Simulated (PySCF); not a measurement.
# The first ionisation energy along the alkaline earths

All values are computed (PySCF 2.14, energy differences of UHF-based or UKS calculations, no spin-orbit coupling). Values in eV. The last column holds reference values (NIST; (s) semi-empirical, (t) theoretical, else measured). Unmarked ones compare directly (S terms, centres of terms, or small fine structure); those marked * lie between the lowest fine-structure levels and include a spin-orbit shift.

```tsv
element	configurations	CCSD (valence)	CCSDT (valence)	FCI (valence)	LDA	PBE0	MP2 (valence and next inner shell)	reference
Be (x2c-QZVPPall, spin-free X2C)	[He] 2s2 → [He] 2s1	9.292	9.292	9.292	9.027	8.972	8.841	9.323
Mg (x2c-QZVPPall, spin-free X2C)	[Ne] 3s2 → [Ne] 3s1	7.535	7.535	7.535	7.733	7.551	7.389	7.646
Ca (x2c-QZVPPall, spin-free X2C)	[Ar] 4s2 → [Ar] 4s1	5.916	5.916	5.916	6.232	6.013	5.958	6.113
Sr (x2c-QZVPPall, spin-free X2C)	[Kr] 5s2 → [Kr] 5s1	5.450	5.450	5.450	5.868	5.612	5.585	5.695
Ba (x2c-QZVPPall, spin-free X2C)	[Xe] 6s2 → [Xe] 6s1	4.926	4.926	4.926	n/a	n/a	n/a	5.212
```

Question: Which of these methods has the smallest mean absolute error against the measured values here?

Answer: PBE0, with 0.157 eV.

```csv
method,elements,mean error (eV),mean absolute error (eV),largest error (eV)
CCSD (valence),5,-0.174,0.174,-0.286
CCSDT (valence),5,-0.174,0.174,-0.286
FCI (valence),5,-0.174,0.174,-0.286
LDA,4,0.021,0.168,-0.295
PBE0,4,-0.157,0.157,-0.351
MP2 (valence and next inner shell),4,-0.251,0.251,-0.482
```

Errors include the incompleteness of the basis and the frozen core.

"Valence" correlates the outer s and p shells and, in groups 3 to 12 and the f block, the outer d or f shell, open or full, or the next shell where the ion has no valence electron left; the wider scheme adds the next inner shell.
